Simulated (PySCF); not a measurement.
# SiO with other numerical set-ups

Which parts of the numerical set-up matter for SiO? Each run edits the base script.

Computed with PySCF 2.14.0. Level: method and basis as typed in the scripts.

3 further runs of the same task are left out: 3 that didn't finish.

### Step 1. Starting geometry

SiO: 2 atoms, charge 0, spin multiplicity 1.

Bond lengths: Si1–O2 1.467 Å.

### Step 2. The run that the others are compared with

Input file input.py:

```python
from pyscf import gto, scf, cc

mol = gto.M(
    atom='Si 0 0 0; O 0 0 1.467',
    basis='6-31g*',
    charge=0,
    spin=0,
    verbose=3,
)
mf = scf.RHF(mol)
mf.kernel()
mycc = cc.CCSD(mf, frozen=6)
mycc.kernel()
e = mycc.ipccsd(nroots=6)[0]
print('roots (eV) =', (e*27.211386).round(3))
mf.dip_moment()
print('orbital energies (hartree):', mf.mo_energy[..., max(0, mol.nelec[1]-3):mol.nelec[0]+3].round(4))
```

On the command line:

```sh
$ OMP_NUM_THREADS=1 python input.py
```

The log of this run is left out.

It gives: E(SCF) = -363.776588 Eh, E(CCSD) − E(SCF) = -0.26500 Eh, μ = 3.16 D, ionisation roots 11.186, 12.019, 12.019, 14.742, 20.053 eV.

The bond length is a typed value, not an optimised one.

### Step 3. Sto-3g

Variant 1 changes basis set: 6-31g* → sto-3g.

Input file input.py:

```python
from pyscf import gto, scf, cc

mol = gto.M(
    atom='Si 0 0 0; O 0 0 1.467',
    basis='sto-3g',
    charge=0,
    spin=0,
    verbose=3,
)
mf = scf.RHF(mol)
mf.kernel()
mycc = cc.CCSD(mf, frozen=6)
mycc.kernel()
e = mycc.ipccsd(nroots=6)[0]
print('roots (eV) =', (e*27.211386).round(3))
mf.dip_moment()
print('orbital energies (hartree):', mf.mo_energy[..., max(0, mol.nelec[1]-3):mol.nelec[0]+3].round(4))
```

On the command line:

```sh
$ OMP_NUM_THREADS=1 python input.py
```

### Step 4. Cartesian functions on

Variant 2 changes Cartesian functions: off → on.

input.py: that of step 2 with these lines changed.

```diff
@@ -7,2 +7,3 @@
     spin=0,
+    cart=True,
     verbose=3,
```

Before running it: what results should come out? Wanted: for each run, E(SCF); from base; gap; SCF dipole; after the SCF.

As calculated:

| run | E(SCF) (hartree) | from base (eV) | gap (eV) | SCF dipole (D) | functions | after the SCF |
| --- | --- | --- | --- | --- | --- | --- |
| base | -363.776588 | 0 | 13.35 | 3.16 | 32 | CCSD correlation -7.211 eV, core frozen, first root 11.19 eV |
| sto-3g | -359.400060 | +119.0914 | 16.02 | 1.81 | 14 | CCSD correlation -3.427 eV, core frozen, first root 6.97 eV |
| Cartesian functions on | -363.778283 | -0.0461 | 13.34 | 3.16 | n/a | CCSD correlation -7.271 eV, core frozen, first root 11.19 eV |

**Reading.** The largest comparable shift of the SCF energy, +119.091 eV, comes with the run “sto-3g”. sto-3g (14 functions) gives an energy 119.09 eV higher than 6-31g* (32).
